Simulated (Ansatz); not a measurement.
## Worked example: HAsSi, singlet against HAsSi, triplet

Geometry (PBE0/def2-TZVP stationary point of a triplet), kept for both states (HAsSi, triplet: A''; HAsSi, singlet: A'):

```xyz
3

Si    0.0000    0.0280    1.7362
As    0.0000   -0.0305   -0.6393
H     0.0000    1.4877   -0.8606
```

Basis cc-pVDZ; Ansatz 0.2.0. Only valence electrons are correlated (noble-gas cores and the filled d shells of p-block atoms frozen). Prefix R: restricted or restricted open-shell reference; prefix U: unrestricted. No spin–orbit coupling is included, and no scalar relativity.

Full CI isn't at hand for all of this; UCCSDT(Q) serves as the reference, and is uncertain by the last step of the cluster series or more.

Unrestricted rows (U, and Kohn–Sham where it breaks symmetry) aren't spin-pure: their determinants' ⟨S²⟩ exceeds S(S+1) by up to 0.78, so they mix in states of higher spin.

```csv
level,"E(HAsSi, triplet) (hartree)","E(HAsSi, singlet) (hartree)"
UHF,-2523.614224,-2523.629629
UMP2,-2523.760872,-2523.783492
UCCSD(T),-2523.803935,-2523.842533
PBE,-2525.353687,-2525.393307
wB97M-V,-2525.690992,-2525.725677
UCCSDT(Q),-2523.805675,-2523.847791
```

Q: Give the vertical gap, HAsSi singlet less HAsSi triplet, at each level in eV (1 hartree = 27.2114 eV), and each error against UCCSDT(Q).

A: UCCSDT(Q): (-2523.847791 − (-2523.805675)) × 27.2114 = -1.146 eV (the reference)
wB97M-V: (-2525.725677 − (-2525.690992)) × 27.2114 = -0.944 eV, error 0.202 eV
PBE: (-2525.393307 − (-2525.353687)) × 27.2114 = -1.078 eV, error 0.068 eV
UCCSD(T): (-2523.842533 − (-2523.803935)) × 27.2114 = -1.050 eV, error 0.096 eV
UMP2: (-2523.783492 − (-2523.760872)) × 27.2114 = -0.616 eV, error 0.530 eV
UHF: (-2523.629629 − (-2523.614224)) × 27.2114 = -0.419 eV, error 0.727 eV

Total energies of functionals can't be set beside those of wave-function methods, since they hold the core's correlation and their own absolute errors; only the differences compare.

In so small a basis the reference is far from its limit while semilocal and hybrid functionals are nearer theirs, so the functionals' errors here hold much of the reference's basis and frozen-core error, which can add to them or hide them.

Each level lands on the state that its own search finds. T1 diagnostics of restricted CCSD: 0.025 and 0.030.
